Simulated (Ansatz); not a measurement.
**Worked example: ideal-gas entropy of NO2 (nitrogen dioxide)**

A doublet with charge 0, relaxed at UPBE-D3(BJ)/def2-TZVP (Ansatz 0.2.0):

```xyz
3

O     0.2155   -1.0984    0.0020
N    -0.2746   -0.0094   -0.1509
O     0.0591    1.1078    0.1489
```

Harmonic wavenumbers in cm⁻¹: 743, 1336, 1653.

Masses in u: O 15.999, N 14.007. Take T = 298.15 K, p = 1 bar, R = 8.3145 J/(mol K), kT/hc = 207.22 cm⁻¹, rigid rotor and harmonic oscillator.

Question: Work out S° at 298 K.

Answer: 
1. Translation (Sackur–Tetrode): S = R[3/2 ln M + 5/2 ln T − 1.1517] with M = 46.005 gives 156.6 J/(mol K).
2. Rotation: principal moments 2.154, 39.304, 41.458 u Å² give A, B, C = 7.8263, 0.4289, 0.4066 cm⁻¹; the symmetry number is σ = 2; q = (√π/σ)√((kT/hc)³/ABC) = 2263; S = R(ln q + 3/2) = 76.7.
3. Vibration: with u = ν̃/207.22, each mode gives R[u/(eᵘ − 1) − ln(1 − e⁻ᵘ)]; the sum is 1.2, most from 743 cm⁻¹ (1.1), 1336 cm⁻¹ (0.1).
4. Spin: R ln 2 = 5.8.
5. Sum: 156.6 + 76.7 + 1.2 + 5.8 = 240.3 J/(mol K).

The tabulated value is 240.1 J/(mol K) (CRC Handbook of Chemistry and Physics): the model is off by +0.2.
